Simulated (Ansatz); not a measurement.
# HO2 (quartet): wave-function methods side by side, def2-TZVPP

One table from this session's results is given with a row withheld; the runs are named, their logs left out.

Program: Ansatz 0.2.0, Gaussian basis. Level of theory: def2-TZVPP, core rule «outside noble gas», up to 2 orbitals frozen. These are calculated values, not measurements.

To be run: UHF; ROHF; CCSD(T) on UHF.

2 further runs of the same task are left out: 2 set aside as unsound or not needed.

## What is computed

The geometry is a PBE0/def2-TZVP stationary point (not a proven minimum) of the parent state, kept for this charge and spin.

3 atoms, charge 0, spin multiplicity 4.

Atoms are counted from 1 here; the program's logs count them from 0.

Bond lengths: O1–O2 1.309 Å, O1–H3 0.975 Å. Angles: O2–O1–H3 105.8°.

Set-up of the first run:

File in.yaml:

```yaml
crystal:
  periodic: [false, false, false]
  atoms:
    - {symbol: O, position_ang: [0.000000, -0.101504, 0.618658]}
    - {symbol: O, position_ang: [0.000000, 0.051156, -0.681136]}
    - {symbol: H, position_ang: [0.000000, 0.799197, 0.991739]}
basis:
  gaussian: {orbitals: def2-TZVPP}
magnetization: {spin_polarized: true, initial_magnetization: 3}
hamiltonian: {xc: hf}
output: {orbitals: {seedname: orbitals}}
```

Launch:

```
$ ansatz run in.yaml --threads 1 --pin off --events-out ev --progress --plain --max-ram 4096MiB --backend cpu
```

Among the steps run: UHF; ROHF; CCSD(T) on UHF.

One table of the session follows, with a row left open; its other results are not shown here.

| method | from UCCSD(T) (kJ/mol) |
| --- | --- |
| ROHF | +1273.0 |
| UHF | +1220.7 |
| UMP2 | +108.4 |
| UCCSD | ? |
| UCCSD(T) | 0 |

Estimate the missing values for UCCSD.

As computed: from UCCSD(T) (kJ/mol): +50.3. In the column «from UCCSD(T) (kJ/mol)» it lies between UCCSD(T) (0) and UMP2 (+108.4).

Limits of these values: Warnings: coupled cluster took another determinant than the lowest.
